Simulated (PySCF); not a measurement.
Method: TPSSh-D3(BJ)/def2-TZVP (PySCF). Gas-phase values, no solvent. Excitations are Tamm–Dancoff values on a coarser integration grid. The basis has no diffuse functions, so Rydberg states are missing or too high.

Reference species (SMILES): `[OH+]=C` (charge +1, multiplicity 1).

```yaml
T1 excitation (TDA): 5.37 eV
HOMO: -17.73 eV
S1 oscillator strength: 0.001
HOMO–LUMO gap: 7.14 eV
```

Changed species: `[H]/[O+]=C\[SiH3]` (X = silyl, proton added; the reference has X = H, proton added).

### Question
Give the shifts of the T1 excitation (TDA), HOMO, S1 oscillator strength and HOMO–LUMO gap.

### Answer
the T1 excitation (TDA) falls by 1.66 eV, to 3.71 eV; the HOMO rises by 2.73 eV, to -15.00 eV; the S1 oscillator strength hardly moves; the HOMO–LUMO gap drops by 1.74 eV, to 5.40 eV.
